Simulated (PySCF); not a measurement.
**Orbital energies and ionisation energy**

Species: C4H9NO.
Cartesian coordinates in Å at the PBE0-D3(BJ)/def2-SVP level; atoms count from 1:
```
atom  x, y, z in Å
C1    -2.215   -0.424   -0.305
C2    -0.753   -0.417   -0.716
C3     0.158    0.177    0.343
C4     1.609    0.263   -0.104
N5     2.486    0.618    0.873
O6     1.961    0.045   -1.245
H7    -2.587    0.597   -0.120
H8    -2.849   -0.869   -1.086
H9    -2.374   -1.003    0.619
H10   -0.414   -1.441   -0.944
H11   -0.613    0.147   -1.651
H12   -0.173    1.198    0.606
H13    0.104   -0.404    1.281
H14    2.197    0.798    1.823
H15    3.462    0.715    0.628
```

Level: B3LYP/def2-SVPD (PySCF). Frontier orbitals with their largest atomic shares (Löwdin; up to four atoms above 4 %):

```csv
orbital,ε (eV),main atoms
HOMO−3,-9.42,"C2 25 %, C1 20 %, C3 18 %, H8 9 %"
HOMO−2,-9.05,"C2 28 %, C1 14 %, H11 12 %, H10 11 %"
HOMO−1,-7.69,"N5 48 %, O6 32 %, C4 10 %, H14 4 %"
HOMO,-7.14,?
LUMO,0.18,"H14 19 %, C3 13 %, C4 13 %, N5 12 %"
LUMO+1,0.28,"C4 33 %, O6 26 %, N5 12 %, C3 9 %"
LUMO+2,0.71,"C1 23 %, H14 9 %, H8 8 %, C2 8 %"
```

Q: What vertical ionisation energy does ΔSCF give, and how far is −ε(HOMO) from it?

A: ΔSCF: 9.66 eV (932 kJ/mol; threshold wavelength 128 nm); ⟨S²⟩ of the doublet left behind is 0.755, against 0.75 for a pure doublet. −ε(HOMO) is 7.14 eV, 2.52 eV below it. For the exact functional −ε(HOMO) would equal the first vertical ionisation energy; B3LYP (global hybrid, 20 % exact exchange) falls short of its own ΔSCF value by 26 %. Holes in the HOMO−1 and HOMO−2 were tried too where these lie within 1.2 eV of the HOMO; the lowest converged state counts.

Q: On which atoms does the HOMO lie?

A: O6 (amide oxygen) 69 %, C4 (amide carbonyl carbon) 10 %, C3 (sp3 carbon next to a carbonyl) 9 %, N5 (amide nitrogen) 6 %, so more than half of it is on one atom. The HOMO−1 lies 0.55 eV lower.

Q: Shift the occupied levels rigidly so that −ε(HOMO) equals the ΔSCF value. What binding energies result?

A: The shift is +2.52 eV: HOMO 9.66, HOMO−1 10.21, HOMO−2 11.57, HOMO−3 11.94 eV. A rigid shift is only a rough guide to the deeper ionisations.

Q: How many of the 10 lowest singlet excitations (vertical TDDFT, same level) lie below the ionisation energy?

A: All 10; they run from 5.64 to 8.13 eV.

Q: What kinetic energy would electrons from this vertical process carry with 118.2 nm light (10.49 eV)?

A: 10.49 − 9.66 = 0.83 eV.

One conformer (not necessarily the lowest) at the PBE0-D3(BJ)/def2-SVP geometry, without solvent, vibrations or thermal averaging.
